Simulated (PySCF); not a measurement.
Mapped SMILES: `[CH2:1]=[CH:2][P-:3][PH2:4]`; H(Xn) means a hydrogen on atom n. Ha(C1) is cis to P3; Hb(C1) is trans to P3.

Geometry: PBE0-D3(BJ)/def2-SVP; GIAO shifts from PySCF 2.14, gas phase, non-relativistic, averaged over equivalent atoms.

At PBE0/pcSseg-1 (107 basis functions, 11 s wall time on 1 thread of an Arm Neoverse N1, shared host):
| atoms | δ (ppm) |
| --- | --- |
| C2 | 180.1 |
| C1 | 90.0 |
| P3 | -107.3 |
| P4 | -144.2 |
| H(C2) | 7.17 |
| Ha(C1) | 4.27 |
| Hb(C1) | 4.01 |
| H(P4) | 3.22 |

Shifts are taken against calculated references (same method and geometry level): TMS for 13C (σref 184.41), 1H (σref 31.27); 31P (σref 310.13) against H3PO4.

Predict the values at wB97X-D/pcSseg-2 on the same geometry.

Results:


```tsv
atoms	δ at wB97X-D/pcSseg-2	change
C2	193.2	+13.1
C1	94.2	+4.2
P3	-112.3	-5.0
P4	-148.0	-3.8
H(C2)	8.01	+0.84
Ha(C1)	4.55	+0.28
Hb(C1)	4.00	-0.01
H(P4)	3.62	+0.40
```

Shifts are taken against calculated references (same method and geometry level): TMS for 13C (184.42 ppm) and 1H (31.36 ppm); 31P (293.07 ppm) against H3PO4.

The largest change is at C2 (alkene CH). Cost: 228 basis functions, 38 s wall time on 1 thread of an Arm Neoverse N1, shared host.

Experimental scales use liquid or dissolved standards, which lie at an offset from isolated H3PO4.
